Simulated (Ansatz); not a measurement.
Relaxation of CH6BF (9 atoms, charge 0, multiplicity 1), to a largest force component of 0.03 eV/Å in at most 50 steps.

These are results of Ansatz, RKS PBE0-D4/def2-SVP, not measurements.

```xyz
9
Properties=species:S:1:pos:R:3:forces:R:3
B -0.033 -0.346 -0.465 0.01 0.12 -0.12
C -0.041 -0.208 2.335 -0.01 -0.13 0.02
H -0.957 -0.112 2.932 0.00 0.00 0.00
H 0.821 -0.366 2.996 0.00 0.00 0.00
H 0.114 0.721 1.767 0.00 0.00 0.00
H 1.089 0.099 -0.535 -0.01 -0.01 0.00
H -1.036 0.326 -0.537 0.01 -0.01 0.00
F -0.174 -1.658 -0.391 -0.02 -0.19 -0.28
H -0.139 -1.073 1.657 0.02 0.21 0.39
```

Q: Where does it end, and by what steps?

A: The forces met the threshold. The force dipped under the threshold on the way, but the program's further checks kept it going. After 10 steps the energy has fallen by 0.080 eV; F8 moved furthest, 0.33 Å.

| step | energy less start (eV) | largest force component (eV/Å) | accepted |
| --- | --- | --- | --- |
| 0 | 0.0000 | 0.389 | yes |
| 1 | -0.0475 | 0.512 | yes |
| 2 | -0.0165 | 1.070 | no |
| 3 | -0.0677 | 0.538 | yes |
| 4 | -0.0743 | 0.369 | yes |
| 5 | -0.0778 | 0.078 | yes |
| 6 | -0.0789 | 0.045 | yes |
| 7 | -0.0799 | 0.012 | yes |
| 8 | -0.0802 | 0.076 | yes |
| 9 | -0.0727 | 0.407 | no |
| 10 | -0.0804 | 0.002 | yes |

```xyz
9
Properties=species:S:1:pos:R:3
B -0.035 -0.348 -0.736
C -0.040 -0.208 2.544
H -0.960 -0.044 3.119
H 0.816 -0.283 3.227
H 0.117 0.641 1.863
H 1.089 0.096 -0.761
H -1.037 0.328 -0.743
F -0.178 -1.659 -0.725
H -0.130 -1.142 1.972
```

Time of the run: 14 s on 2 threads of Arm Neoverse V1, on a shared host, peak memory 0.14 GiB.
